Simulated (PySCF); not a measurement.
Core-level binding energies of `FCl`

Compound: ClF.
Z-matrix (Å and degrees, PBE0-D3(BJ)/def2-SVP geometry), rows numbered from 1:
```
F 
Cl  1  1.6437
```

Computed, not measured: PySCF 2.14.0, delta-SCF UKS SCAN, pcX-2 on the ionised atom, pcseg-1 elsewhere, spin-free X2C. Vertical ΔSCF values, vacuum level as zero.

Q: What binding energy does each computed site have?

A: 
```csv
atom(s),bonded to,level,binding energy (eV),count
F1,Cl,F 1s,694.27,1
Cl2,F,Cl 1s,2832.15,1
```

Q: Which effective nuclear charge Zeff reproduces each element's mean 1s value in the hydrogen-like formula E = 13.606 eV × Zeff²?

A: F (Z = 9): mean 694.3 eV, Zeff = 7.14, Z − Zeff = 1.86; Cl (Z = 17): mean 2832.2 eV, Zeff = 14.43, Z − Zeff = 2.57. Means run over the listed sites, weighted by atom count.

Q: Give the binding energy of Cl 1s of Cl2 (atom 2) in hartree and in kJ/mol.

A: 2832.15 eV = 104.0796 Eh = 273261 kJ/mol.

Not every level is listed. Isolated species at its PBE0-D3(BJ)/def2-SVP geometry, gas phase.
